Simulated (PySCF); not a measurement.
# How the functional moves excitation energies

Species: 1-hexyne, C₆H₁₀.
Geometry (PBE0-D3(BJ)/def2-SVP, Å), atoms numbered from 1 in this order:
```xyz
16
C6H10 angstrom
C      3.5089    0.9988   -0.0988
C      2.5330    0.2880   -0.0030
C      1.3409   -0.5420    0.1108
C      0.0340    0.2489    0.0209
C     -1.1989   -0.6346    0.1440
C     -2.5023    0.1428    0.0585
H      4.3759    1.6268   -0.1832
H      1.3765   -1.0925    1.0675
H      1.3630   -1.3127   -0.6798
H      0.0097    0.7967   -0.9364
H      0.0247    1.0190    0.8110
H     -1.1734   -1.4057   -0.6464
H     -1.1566   -1.1861    1.1001
H     -2.5722    0.8945    0.8611
H     -2.5857    0.6784   -0.9006
H     -3.3763   -0.5199    0.1465
```

Linear-response calculations in the def2-SVPD basis (PySCF; singlets by full response, triplets Tamm–Dancoff, core orbitals frozen in the response; HF means time-dependent Hartree–Fock). 'Strongest' is the level of largest summed f among the singlets computed (10 roots, of which the last may lack a degenerate partner); it can jump between rows when another state enters that window. S1 is the lowest singlet of each run and needn't be the same state throughout; f(S1) is that of one state. Geometry: PBE0-D3(BJ)/def2-SVP, one conformer, isolated molecule.

```
functional                               kind  S1 (eV)  f(S1)  strongest (eV)  T1 (eV)  HOMO (eV)  gap (eV)  ionisation energy, ΔSCF (eV)
       LDA                                LDA     6.35  0.000            7.38     5.58      -6.56      6.31                          9.79
       PBE                                GGA     6.34  0.000            7.26     5.37      -6.40      6.31                          9.59
     B3LYP  global hybrid, 20% exact exchange     6.53  0.000            7.79     5.38      -7.40      7.78                          9.85
      PBE0  global hybrid, 25% exact exchange     6.59  0.000            8.13     5.29      -7.63      8.30                          9.85
   wB97X-D             range-separated hybrid     6.61  0.000            9.11     5.47      -9.53     11.86                         10.01
        HF                       Hartree–Fock     6.09  0.000           10.00     4.67     -10.39     13.09                   not settled
```

What does BHandHLYP (global hybrid, 50% exact exchange) give?

S1 (eV) 6.45, f(S1) 0.000, strongest (eV) 8.87, T1 (eV) 5.26, HOMO (eV) -8.72, gap (eV) 9.91, ionisation energy, ΔSCF (eV) 9.87. S1 runs from 6.09 eV (HF) to 6.61 eV (wB97X-D), a spread of 0.52 eV, while the orbital gap spreads over 6.8 eV. −ε(HOMO) comes closest to its own ΔSCF ionisation energy with wB97X-D (-0.48 eV) and misses most with LDA (-3.23 eV). 'Not settled' means that the ion's SCF failed to converge or may have ended in another state than the lowest.
